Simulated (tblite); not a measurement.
Start geometry of `FC1=CCPC1` from a force field or distance geometry (Å):
```
atom  x, y, z in Å
F1     1.7314   -1.6530    0.7035
C2     0.7508   -0.7500    0.2010
C3    -0.4747   -0.8953    0.4957
C4    -1.4360    0.0981   -0.0723
P5    -0.2289    1.5154   -0.3486
C6     1.1880    0.3524   -0.6577
H7    -0.8689   -1.7194    1.1358
H8    -2.2223    0.4006    0.6477
H9    -1.7920   -0.2155   -1.0460
H10   -0.0009    2.0737    0.9736
H11    2.1608    0.7909   -0.3548
H12    1.1938    0.0013   -1.7039
```

Q: What comes out of this run: tblite 0.8.0, GFN2-xTB geometry optimisation, gas phase?

A: 
```
atom  x, y, z in Å
F1     1.7281   -1.6742    0.5776
C2     0.7710   -0.7967    0.2189
C3    -0.5072   -0.9374    0.5226
C4    -1.3994    0.1332   -0.0205
P5    -0.2728    1.5351   -0.5498
C6     1.1947    0.3785   -0.6025
H7    -0.9084   -1.7650    1.0822
H8    -2.1292    0.4881    0.7096
H9    -1.9585   -0.2372   -0.8869
H10   -0.0154    1.9463    0.7683
H11    2.0951    0.8570   -0.2122
H12    1.4032    0.0717   -1.6333
```

The energy falls by 61.6 kJ/mol over 42 L-BFGS steps, the largest force on an atom goes from 4.94 to 0.006 eV/Å, and the atoms move by 0.157 Å rms after alignment. The bond that changes most is F1–C2 (vinyl fluorine to vinylic C–F carbon), which shortens by 0.078 Å. Bonds longer at the end by more than 0.005 Å: 4 of 12; shorter: 7. Among the angles that change most is C6–P5–H10, from 105.8° to 93.7°. Among the dihedrals that turn most is C4–P5–C6–H12, from 83° to 100°. Rotational constants go from 5757, 2298, 1768 to 5852, 2250, 1701 MHz. The orientation of the end geometry is arbitrary; only internal coordinates are fixed.

Its GFN2-xTB frequencies are all real (lowest 130 cm⁻¹). The numbers are those of one conformer.

All values are computed, not measured.
